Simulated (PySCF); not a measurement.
## TDDFT excited states: SiF2

Silicon difluoride, SiF₂ (singlet state).
Numbering: `[F:1][Si:2][F:3]`

Method: TDDFT CAM-B3LYP/aug-cc-pVTZ, vertical, gas phase, core orbitals frozen in the response (PySCF 2.14.0, density-fitted response routines). Geometry: PBE0-D3(BJ)/def2-TZVP; no solvent, vibrations or thermal averaging.

Task: List the vertical singlet excitations with oscillator strengths and describe the spectrum.

Result: 

| state | E (eV) | E (hartree) | f | symmetry | main configurations (H = HOMO, L = LUMO) |
| --- | --- | --- | --- | --- | --- |
| S1 | 5.51 | 0.2024 | 0.186 | B1 or B2 | H→L (98%) |
| S2 | 7.48 | 0.2749 | 0.281 | B1 or B2 | H→L+1 (94%) |
| S3 | 7.74 | 0.2843 | 0.268 | A1 | H→L+2 (92%) |
| S4 | 8.27 | 0.3040 | 0.018 | A1 | H→L+3 (99%) |
| S5 | 8.34 | 0.3064 | 0.0000 | – | H-1→L (96%) |
| S6 | 8.71 | 0.3200 | 0.021 | B1 or B2 | H→L+4 (96%) |
| S7 | 9.28 | 0.3410 | 0.013 | B1 or B2 | H-2→L (72%), H→L+5 (19%) |
| S8 | 9.57 | 0.3516 | 0.0048 | A1 | H→L+6 (90%) |
| S9 | 9.74 | 0.3579 | 0.016 | B1 or B2 | H-4→L (95%) |
| S10 | 9.74 | 0.3580 | 0.118 | B1 or B2 | H→L+5 (75%), H-2→L (18%) |

Triplets, Tamm–Dancoff:

```csv
state,E (eV),λ (nm),"main configurations (H = HOMO, L = LUMO)"
T1,3.17,391.2,H→L (94%)
T2,5.86,211.4,"H→L+1 (67%), H→L+5 (28%)"
T3,6.75,183.6,"H→L+2 (66%), H→L+6 (22%)"
T4,7.81,158.7,H→L+3 (92%)
```

The lowest singlet comes at 225 nm (531 kJ/mol) in the ultraviolet; it is strong; its leading configuration is HOMO→LUMO (98%). The strongest level in the table is S2 at 7.48 eV (166 nm, f = 0.281). S9/S10 lie within about 0.01 eV of each other. Löwdin shares by element: HOMO silicon 70%, fluorine 30%; LUMO silicon 78%, fluorine 22%. Weighted by f, the mean energy of these states is 7.57 eV. The listed states span 4.23 eV, and the widest gap between neighbours is 1.97 eV (S1 to S2). Orbital energies (eV): HOMO-3 -15.00, HOMO-2 -14.16, HOMO-1 -13.71, HOMO -9.76, LUMO -1.20, LUMO+1 0.50, LUMO+2 0.74. Symmetry labels in C2v follow from the direction of the transition dipole and are given only for states with f of 0.002 or more; B1 and B2 swap with the choice of axes. Singlets were solved by full linear response, triplets in the Tamm–Dancoff approximation.
